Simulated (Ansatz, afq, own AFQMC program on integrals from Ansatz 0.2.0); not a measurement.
SiN, quartet → SiN⁺, quintet

```xyz
2

Si    0.0000    0.0000    0.0000
N     0.0000    0.0000    1.8891
```

E(quintet, charge +1) − E(quartet, charge +0) at this geometry, on UHF and UHF determinants.

Basis 6-31G. Noble-gas cores (and the filled d shells of Ga–Kr and In–Xe) are frozen. AFQMC by an in-house program on the Cholesky factors that Ansatz 0.2.0 writes for its CCSD(T) run. ph-AFQMC/CISD is guided by a CISD state made of CCSD amplitudes; releasing the constraint for a short imaginary time cuts its bias at the price of noise, slowly where states lie close. Error bars are statistical, one sigma. The errors of all members are added in quadrature.

Full CI on the same integrals is exact in this basis and with this determinant's frozen core.

Errors are counted within 6-31G, not against nature.

Cautions: SiN (quartet): lower spins were not checked, the search met a lower determinant of the same kind, perhaps of another symmetry (643 meV lower), and this one is a saddle point, strong correlation (T1 0.087, weight of the determinant 0.70, largest double 0.30), (T) is large, 6 % of the CCSD correlation, unrestricted determinant spin contaminated (⟨S²⟩ 4.26 against 3.75), CCSD(T) is in doubt: in a space of 9 electrons in 9 natural orbitals full CI lies 139 meV below it, the CCSDT(Q) amplitudes may be one of several solutions (largest double 0.88), the CCSDTQ amplitudes may be one of several solutions (largest double 0.95), the released energies are still falling, so no released level is given (meV from the phaseless value at times in 1/Eh: -15 ± 17 at 0.24, -28 ± 15 at 0.51, -31 ± 12 at 0.99, -66 ± 19 at 1.62, -74 ± 17 at 2.40), the determinant fills πx and πy unequally, so it mixes two states of the linear molecule, and each level undoes that mixture to a different degree, while full CI gives the lower state, its ph-AFQMC/CISD value lies 260 ± 15 meV above full CI; SiN⁺ (quintet): lower spins were not checked, the ph-AFQMC/CISD walk drifts between its halves (2.3 errors); this needn't be the first ionization; core correlation is missing, and it shifts such a gap most where an s electron is promoted.

```
level  vertical ionization energy (kJ/mol)
  MP2                                796.0
 CCSD                                843.0
```

From these cheaper values, estimate the vertical ionization energy at the reference level in 6-31G.

888.5 kJ/mol (full CI in 6-31G).

```
        level  vertical ionization energy (kJ/mol)  error against FCI (kJ/mol)
           HF                                732.7                      -155.7
      CCSD(T)                                859.1                       -29.4
        CCSDT                                883.3                        -5.2
     CCSDT(Q)                                892.6                         4.2
       CCSDTQ                                888.3                        -0.2
ph-AFQMC/CISD                          864.0 ± 1.4                 -24.5 ± 1.4
```

Correlation beyond CCSD(T) adds 29.4 kJ/mol. The perturbative (T) step is worth +16.1 kJ/mol. Where a determinant mixes two states, these steps and errors hold in part the undoing of that mixture, and only full CI is sure.

CCSDT and higher add their correlation energy to the determinant of the CCSD(T) run, since their own runs factorise the integrals more tightly (a shift of under 2 meV).
